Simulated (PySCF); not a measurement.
Protonated nitrogen molecule, N2H (charge +1).
SMILES with atom numbers: `[N:1]#[NH+:2]` (hydrogens: H3 on N2)

Level of theory: MP2 and CCSD/aug-cc-pVTZ in PySCF, restricted Hartree–Fock reference, frozen core, non-relativistic, gas phase, PBE0-D3(BJ)/def2-SVP geometry.

E(HF) = -109.17732 Eh.

(1) How large is the problem?

(2) What are the MP2 and CCSD correlation energies?

(3) What is the T1 diagnostic?

Answers

(1) 115 basis functions and 14 electrons; 2 orbitals frozen, which leaves o = 5 correlated occupied and v = 108 virtual orbitals. That is o·v = 540 singles and o·v(o·v + 1)/2 = 146070 distinct closed-shell doubles amplitudes before symmetry; the costliest CCSD step grows as o²v⁴ = 3.4 × 10^9.

(2) MP2 -0.3804 Eh and CCSD -0.3808 Eh, which gives totals of -109.55776 and -109.55810 Eh. That is 1.036 eV for each correlated electron at CCSD (1000 kJ/mol in all, 0.348 % of the total energy); MP2 gives 99.9 % of the CCSD value.

(3) 0.0139, below the customary warning level of 0.02. It is the norm of the spatial-orbital singles amplitudes over the root of the number of correlated electrons, so the norm is 0.044.

Connected triples and the basis-set limit are missing.

The job also held the EOM ionisation and excitation roots. The run took 2.4 min of wall time on Arm Neoverse V1, one thread (shared host).
